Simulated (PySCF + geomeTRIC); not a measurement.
Species: C$_{2}$H$_{3}$, SMILES `[CH]=C` (charge 0, multiplicity 2).

Question: Give a relaxed geometry from TPSSh-D3(BJ)/def2-TZVP (PySCF + geomeTRIC).

Answer: the end point of this relaxation (outside a Z-matrix the atoms follow the SMILES, hydrogens last).
Bonds (Å): C1–C2 1.306, C1–H3 1.081, C2–H4 1.087, C2–H5 1.093. Bond angles (°): C2–C1–H3 138.2, C1–C2–H4 122.1, C1–C2–H5 121.8, H4–C2–H5 116.0.
